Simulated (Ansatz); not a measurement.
A run for Ansatz (an electronic-structure program): U-wB97M-V/def2-TZVPP on H2P (SMILES [PH2]), 2S+1 = 2, atoms moved off the minimum.

Ansatz 0.2 input:
```yaml
crystal:
  periodic: [false, false, false]
  atoms:
    - {symbol: P, position_ang: [0.09885015, 0.22118315, -0.00842569]}
    - {symbol: H, position_ang: [-1.05010574, -0.88362073, -0.04599813]}
    - {symbol: H, position_ang: [1.03211125, -0.90696759, -0.04993289]}
basis:
  gaussian:
    orbitals: def2-TZVPP
hamiltonian:
  xc: {name: wB97M-V}
magnetization: {spin_polarized: true, initial_magnetization: 1}
output: {forces: true}
```

Task: What total energy does the run end on?

Result: -342.4702 hartree.
